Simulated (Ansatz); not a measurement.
## Ansatz input wanted

The species is CH4BN (7 atoms), meant as a singlet with charge 0. As SMILES, `[BH3-][N+]#C`. The shape is that of a GFN2-xTB optimisation.

```xyz
7

B    -0.6793    0.6193   -0.2714
N     0.3431   -0.3173    0.1379
C     1.1582   -1.0587    0.4634
H    -1.6002   -0.0414   -0.6383
H    -0.1968    1.2664   -1.1479
H    -0.9318    1.2670    0.6961
H     1.9068   -1.7352    0.7602
```

Settings wanted:

```
basis set         : 6-31G*
task              : gradient
method            : DFT
functional        : B3LYP
reference         : RKS
relativity        : none
accuracy          : high
d and f functions : Cartesian
```

Problem. Write the Ansatz 0.2.0 input and the command.

Solution. This one ran through:

in.yaml:
```yaml
crystal:
  periodic: [false, false, false]
  atoms:
    - symbol: B
      position_ang: [-0.679270, 0.619350, -0.271430]
    - symbol: "N"
      position_ang: [0.343100, -0.317340, 0.137940]
    - symbol: C
      position_ang: [1.158210, -1.058740, 0.463380]
    - symbol: H
      position_ang: [-1.600190, -0.041380, -0.638300]
    - symbol: H
      position_ang: [-0.196850, 1.266380, -1.147890]
    - symbol: H
      position_ang: [-0.931780, 1.266950, 0.696120]
    - symbol: H
      position_ang: [1.906790, -1.735220, 0.760180]
basis:
  gaussian:
    orbitals: "6-31G*"
accuracy: high
hamiltonian:
  xc: {name: B3LYP}
output: {forces: true, orbitals: {seedname: orbitals}}
```

```bash
$ ansatz run in.yaml --threads 1 --pin off --max-ram 2610MiB --events-out events.jsonl --progress --plain --runs-dir runs
```

Calculated total energy: -120.06541 Eh, largest force 1.643 eV/Å. The shape is far from stationary at this level.
